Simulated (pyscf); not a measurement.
**Addition across a multiple bond or ene-type step: H₂Se + H₂C=CH₂ → H₃C–CH₂–SeH**

Gas phase, singlet surface, charge 0. Bonds broken: Se1–H2. Bonds formed: Se1–C4, H2–C5. Structures and frequencies: ωB97X-D3(BJ)/def2-SVP in PySCF. Correlated levels are frozen-core, on RHF or UHF. ΔMP2 is the change of the MP2 total energy from the triple- to the quadruple-zeta basis.

Transition state (Å):

```xyz
9

Se     0.2726    -1.2558     0.5657
H     -1.2408    -0.2852     0.5147
H      0.9328    -2.3393     1.3429
C     -0.3993     0.6651    -1.1568
C     -1.5444     0.6604    -0.3530
H      0.4386     1.3365    -0.9520
H     -0.3392     0.0635    -2.0674
H     -2.4616     0.2329    -0.7765
H     -1.6861     1.5024     0.3357
```

One imaginary mode, 1212i cm⁻¹; descent along it reached the two sides named, in the forms told below.

```csv
bond,change,reactant side (Å),saddle,product side
Se1–H2,breaks,1.463,1.799,2.7
Se1–C4,forms,3.4,2.7,1.956
H2–C5,forms,3.2,1.319,1.102
```

Electronic energies relative to the separated reactants (kcal/mol):

```json
[
 {"level": "ωB97X-D3(BJ)/def2-TZVP", "barrier": "44.5", "reaction energy": "-28.5", "reverse barrier": "73.1"},
 {"level": "PBE/def2-TZVP", "barrier": "31.9", "reaction energy": "-25.2", "reverse barrier": "57.0"},
 {"level": "r²SCAN/def2-TZVP", "barrier": "35.0", "reaction energy": "-26.3", "reverse barrier": "61.3"},
 {"level": "B3LYP-D3(BJ)/def2-TZVP", "barrier": "38.1", "reaction energy": "-23.8", "reverse barrier": "61.9"},
 {"level": "PBE0-D3(BJ)/def2-TZVP", "barrier": "36.5", "reaction energy": "-29.0", "reverse barrier": "65.5"},
 {"level": "M06-2X/def2-TZVP", "barrier": "43.5", "reaction energy": "-26.3", "reverse barrier": "69.8"},
 {"level": "ωB97M-D3(BJ)/def2-TZVP", "barrier": "45.0", "reaction energy": "-24.6", "reverse barrier": "69.6"},
 {"level": "HF/def2-TZVP", "barrier": "64.4", "reaction energy": "-18.5", "reverse barrier": "82.9"},
 {"level": "MP2/def2-QZVPP", "barrier": "40.5", "reaction energy": "-28.0", "reverse barrier": "68.5"},
 {"level": "CCSD/def2-TZVPP", "barrier": "48.0", "reaction energy": "-24.1", "reverse barrier": "72.2"},
 {"level": "CCSD(T)/def2-TZVPP", "barrier": "42.7", "reaction energy": "-24.5", "reverse barrier": "67.1"},
 {"level": "CCSD(T)/def2-TZVPP + ΔMP2(QZVPP)", "barrier": "41.6", "reaction energy": "-24.6", "reverse barrier": "66.2"}
]
```

With CCSD(T)/def2-TZVPP + ΔMP2(QZVPP) energies and thermal terms (ideal gas, 1 atm, RRHO with modes under 100 cm⁻¹ raised to 100, one conformer, R ln 2 for chiral ones without a mode under 150 cm⁻¹), in kcal/mol:

```json
[
 {"T (K)": "298", "ΔH‡": "41.0", "ΔG‡": "51.1", "ΔH": "-20.2", "ΔG": "-10.6"},
 {"T (K)": "600", "ΔH‡": "41.4", "ΔG‡": "61.3", "ΔH": "-20.1", "ΔG": "-0.9"},
 {"T (K)": "900", "ΔH‡": "42.1", "ΔG‡": "71.1", "ΔH": "-19.5", "ΔG": "+8.6"},
 {"T (K)": "1200", "ΔH‡": "42.9", "ΔG‡": "80.6", "ΔH": "-18.6", "ΔG": "+17.8"}
]
```

On the product side the descent ends in a point that may be a rotor saddle (no frequency run), 3.5 kcal/mol over the lowest minimum found and 69.6 kcal/mol under the saddle at ωB97X-D3(BJ)/def2-TZVP. One saddle was located; it need not be the lowest between these sides. The CCSD(T) − MP2 part came from Ansatz, without density fitting, on the same reference. The frozen core leaves the outer d or s,p core shells of the metals and heavy elements correlated in the MP2 and CC values, and def2-TZVPP describes them poorly, which can shift differences by a few kcal/mol. Elements up to Kr have no core potential and no relativistic terms here.
